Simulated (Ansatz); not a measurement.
The first iterations of a band of C$_{2}$H$_{4}$Li (7 atoms, charge 0, multiplicity 2).

Theory: Ansatz, UKS PBE0-D4/def2-SVP.

```json
{
 "movable images": "5",
 "climbing image": "yes",
 "spring": "5.0 eV/Å²",
 "optimiser": "quadratic models (default)",
 "start path": "through a guess of the saddle point",
 "force threshold": "0.5 eV/Å",
 "iteration limit": "60",
 "end points": "relaxed"
}
```

Initial state:

```xyz
7
Properties=species:S:1:pos:R:3
Li -2.326 -0.100 0.693
C 0.119 -0.079 -0.720
C 0.647 0.112 0.493
H -0.021 -1.082 -1.135
H -0.167 0.761 -1.361
H 0.801 1.116 0.902
H 0.947 -0.728 1.128
```

Final state:

```xyz
7
Properties=species:S:1:pos:R:3
Li -2.349 -0.107 0.649
C 0.109 -0.078 -0.706
C 0.662 0.113 0.496
H -0.038 -1.081 -1.119
H -0.185 0.762 -1.345
H 0.974 -0.726 1.125
H 0.827 1.117 0.899
```

| iteration | highest image above the first end (eV) | largest band force component (eV/Å) |
| --- | --- | --- |
| 1 | 6.381 | 20.208 |
| 2 | 1.471 | 2.991 |

**Question.** Does the band converge within its limit, and where does its top end?

**Answer.** It converged. It ended after 5 iterations with the highest image 1.070 eV above the first end. The threshold of 0.5 eV/Å is loose, so the images may lie well off the minimum-energy path. Another band between the same ends (5 images) ends at a top of the same energy, where a vibrational analysis finds 1 clearly imaginary mode.

Time of the run: 74 s on 1 CPU thread of a shared host.
